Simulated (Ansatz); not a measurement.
Reaction (hydrogenolysis of a Mg–N bond): `[NH2][Mg][SH]` + H₂ → `[MgH][SH]` + NH₃

Isolated molecules relaxed with PBE0-D4/def2-TZVP in Ansatz; ΔE leaves out vibrations. CBS: MP2 limit from def2 TZ/QZ plus the TZ coupled-cluster correction, frozen cores. This one scheme is used for every species. Functionals use def2-TZVPP. B3LYP here is the variant with VWN-RPA as its local correlation; programs differ in this. For Mg outer-core shells are correlated without core-valence functions, which leaves a few kJ/mol of doubt a bond. Each species was taken in one conformer, which may not be the lowest.

```
       level  ΔE (kJ/mol)
     PBE0-D4         28.2
    B3LYP-D4         34.0
  r2SCAN0-D4         34.1
MP2/def2-SVP         43.8
```

Question: What does CCSD(T)/CBS give? (An estimate is asked.)

Answer: The calculation gave: +41.0 kJ/mol. The listed levels differ from it by -12.8, -7.0, -6.9, 2.8 kJ/mol.

Largest T1 diagnostic among the species: 0.009.

In def2-TZVPP, CCSD(T) changes the Hartree–Fock value by +19.0 kJ/mol (the triples alone add +3.0 kJ/mol) and MP2 by +29.5 kJ/mol. From BLYP to BHLYP (50 % exact exchange), in def2-TZVPP and without D4, ΔE moves by −7.2 kJ/mol.
